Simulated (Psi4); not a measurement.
Process, species as SMILES: OO (H2O2) + H+ → O[OH2+]
B3LYP-D3(BJ)/def2-TZVP geometries, fixed; electronic energies without zero-point terms; positive where energy is released.
Largest species:
```
O
H 1 0.9882
H 1 0.9882 2 110.68
O 1 1.4533 2 105.72 3 -114.02
H 4 0.9836 1 100.29 2 -121.30
```
Charge +1, spin multiplicity 1.

How fast the proton affinity converges with the basis for several methods (Psi4): deviation from each method's own reference, in kcal/mol. References: B3LYP 165.92 kcal/mol, the value in aug-cc-pVQZ; HF 171.33 kcal/mol, the value in aug-cc-pVQZ; MP2 163.46 kcal/mol, Hartree-Fock in aug-cc-pVQZ plus the correlation part extrapolated as X^-3 from aug-cc-pVTZ and aug-cc-pVQZ; PBE 165.58 kcal/mol, the value in aug-cc-pVQZ. Cartesian d functions, on some or all atoms, in 6-31G**; all else is spherical. Density fitting with the program's default auxiliary sets. In correlated methods cores are frozen. Psi4's default fitting sets serve the pcseg sets less well. No added dispersion term, no relativity. 

```json
[
 {"basis": "3-21G", "functions": "24", "B3LYP": "___", "HF": "4.89", "MP2": "15.19", "PBE": "12.66"},
 {"basis": "6-31G", "functions": "24", "B3LYP": "___", "HF": "-4.39", "MP2": "1.89", "PBE": "2.02"},
 {"basis": "def2-SVP", "functions": "43", "B3LYP": "___", "HF": "0.39", "MP2": "7.48", "PBE": "5.25"},
 {"basis": "6-31G**", "functions": "45", "B3LYP": "___", "HF": "1.64", "MP2": "7.44", "PBE": "6.52"},
 {"basis": "6-311+G**", "functions": "62", "B3LYP": "___", "HF": "-1.55", "MP2": "2.09", "PBE": "-1.20"},
 {"basis": "def2-TZVPD", "functions": "107", "B3LYP": "___", "HF": "-0.85", "MP2": "-0.54", "PBE": "-0.76"},
 {"basis": "def2-TZVPPD", "functions": "131", "B3LYP": "___", "HF": "-0.18", "MP2": "0.82", "PBE": "-0.09"},
 {"basis": "6-311++G(3df,3pd)", "functions": "132", "B3LYP": "___", "HF": "-0.41", "MP2": "0.96", "PBE": "-0.16"},
 {"basis": "cc-pVQZ", "functions": "200", "B3LYP": "___", "HF": "0.35", "MP2": "1.61", "PBE": "1.42"},
 {"basis": "def2-QZVPP", "functions": "204", "B3LYP": "___", "HF": "0.16", "MP2": "1.10", "PBE": "0.49"},
 {"basis": "pcseg-3", "functions": "219", "B3LYP": "___", "HF": "0.12", "MP2": "0.87", "PBE": "0.08"},
 {"basis": "aug-cc-pVQZ", "functions": "298", "B3LYP": "___", "HF": "0.00", "MP2": "0.25", "PBE": "0.00"}
]
```

Problem. Fill in the missing entries.

Solution. 
- 3-21G, B3LYP: 11.89
- 6-31G, B3LYP: 1.31
- def2-SVP, B3LYP: 4.74
- 6-31G**, B3LYP: 5.88
- 6-311+G**, B3LYP: -1.32
- def2-TZVPD, B3LYP: -0.83
- def2-TZVPPD, B3LYP: -0.12
- 6-311++G(3df,3pd), B3LYP: -0.24
- cc-pVQZ, B3LYP: 1.09
- def2-QZVPP, B3LYP: 0.36
- pcseg-3, B3LYP: 0.08
- aug-cc-pVQZ, B3LYP: 0.00

Mean absolute deviation over 6-311+G**, def2-TZVPD, def2-TZVPPD, 6-311++G(3df,3pd): PBE 0.55, B3LYP 0.63, HF 0.75, MP2 1.10 kcal/mol.
